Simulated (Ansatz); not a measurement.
```yaml
atoms:
  - { symbol: H, position_ang: [0.0005, -1.3406, 0.0000] }
  - { symbol: Cl, position_ang: [0.0000, 0.2033, 0.0000] }
  - { symbol: H, position_ang: [-0.0005, -2.1147, 0.0000] }
```

Basis set: pcseg-2 (spherical functions). Charge 0, multiplicity 2.

Computed with Ansatz (development build ahead of 0.2.0); each method stands on the lowest determinant of its kind that the runs found.

(1) Give the atomization energy at this shape (free ground-state atoms in the same class of orbitals less the molecule, no zero-point energy) of doublet H₂Cl by PBE0 (unrestricted), PBE (unrestricted).

## Answers

(1)

```
             method  atomization energy
PBE0 (unrestricted)             4.41 eV
 PBE (unrestricted)             4.57 eV
```

The shape needn't be a minimum at these levels.
